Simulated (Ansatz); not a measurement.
A nudged elastic band was laid between two geometries of FH3Si + H3P (9 atoms, charge 0, multiplicity 1).

These are results of RKS PBE-D4/def2-SVP (Ansatz 0.2.0), not measurements.

- movable images: 9
- climbing image: yes
- spring: 5.0 eV/Å²
- optimiser: quadratic models (default)
- start path: through a guess of the saddle point
- force threshold: 0.05 eV/Å
- iteration limit: 60
- end points: relaxed

Initial state:

```xyz
9
Properties=species:S:1:pos:R:3
Si 0.348 -0.137 -0.066
H 0.556 -0.004 1.414
F 1.817 -0.178 -0.794
H -0.411 1.044 -0.598
H -0.374 -1.413 -0.383
P -3.203 -0.068 1.609
H -2.939 -0.140 0.194
H -2.405 -1.237 1.880
H -2.090 0.821 1.835
```

Final state:

```xyz
9
Properties=species:S:1:pos:R:3
Si -0.579 -0.286 -0.512
H 0.221 0.709 2.677
F 0.728 0.150 0.392
H -0.632 0.602 -1.724
H -0.372 -1.716 -0.930
P -2.450 0.074 0.722
H -3.249 -0.502 -0.336
H -2.332 -1.186 1.412
H -0.037 0.843 3.389
```

**Question.** Which bonds break or form, and what moves?

**Answer.** Bonds broken: Si1–H2, P6–H9. Bonds formed: Si1–P6, H2–H9. FH3Si + H3P becomes FH4PSi + H2.

**Question.** Give the energies along the band, and the barrier.

**Answer.** It converged. The highest image is number 5 of 0 to 10, 193.9 kJ/mol above the first end and 196.4 kJ/mol above the last; the last end lies 2.5 kJ/mol below the first. The profile has 3 maxima (images 2, 5, 9) with wells between them (images 3, 8): this band takes more than one step, which may be the mechanism or a detour left from its start path. A structure lower than the last end lies on the path between it and the top, so the climb from that side starts below the end, which may itself be a saddle point or a shallow side well. Neighbouring images differ by up to 1.9 eV, so the band resolves the path poorly. A vibrational analysis at the climbing image gives one clearly imaginary mode, 972i cm⁻¹: a first-order saddle point. The orbitals stay closed-shell, which can raise the energy where a bond breaks towards radicals; this wasn't checked here.

```tsv
image	path coordinate (Å)	energy (kJ/mol)	Si1–H2 (Å)	P6–H9 (Å)	Si1–P6 (Å)
0	0.00	0.0	1.50	1.44	3.93
1	1.36	0.9	1.50	1.44	4.01
2	2.72	3.3	1.50	1.44	4.07
3	4.08	1.8	1.50	1.44	3.79
4	5.44	14.6	1.51	1.45	3.27
5	6.80	193.9	1.75	1.97	2.53
6	8.19	46.1	2.67	2.63	2.30
7	9.58	-4.5	3.26	3.66	2.26
8	10.97	-4.9	3.65	4.58	2.27
9	12.36	2.6	3.65	4.26	2.29
10	13.75	-2.5	3.44	3.68	2.27
```

**Question.** What is the geometry of the highest image?

**Answer.** 
```xyz
9
Properties=species:S:1:pos:R:3
Si -0.213 0.047 -0.075
H 0.066 -0.514 1.563
F 1.446 -0.050 -0.098
H -0.419 1.522 -0.163
H -0.557 -1.006 -1.077
P -2.660 -0.068 0.568
H -2.775 -1.394 1.124
H -2.690 0.572 1.861
H -0.900 -0.421 1.387
```

Run time: 7.8 min on 1 thread of Arm Neoverse V1, on a shared host, peak memory 0.14 GiB.
